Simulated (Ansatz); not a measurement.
## Ansatz (development build ahead of 0.2.0) run

```yaml
crystal:
  periodic: [false, false, false]
  atoms:
    - { symbol: Si, position_ang: [0.0, 0.0, -0.10271] }
    - { symbol: H, position_ang: [0.0, 0.0, 1.43794] }
basis:
  gaussian: { orbitals: cc-pVDZ }
magnetization:
  spin_polarized: true
  initial_magnetization: 1
hamiltonian:
  xc: hf
correlation:
  method: mp2
  frozen_orbitals: { H: 0, Si: 5 }
```

The input is written out in the form of the current development build from the run's settings.

Output:

```
Converged                       : yes
Reference energy                : -289.42917 hartree
Correlation energy              : -0.06487 hartree
Total energy                    : -289.49404 hartree
Spin squared of the determinant : 0.766
```
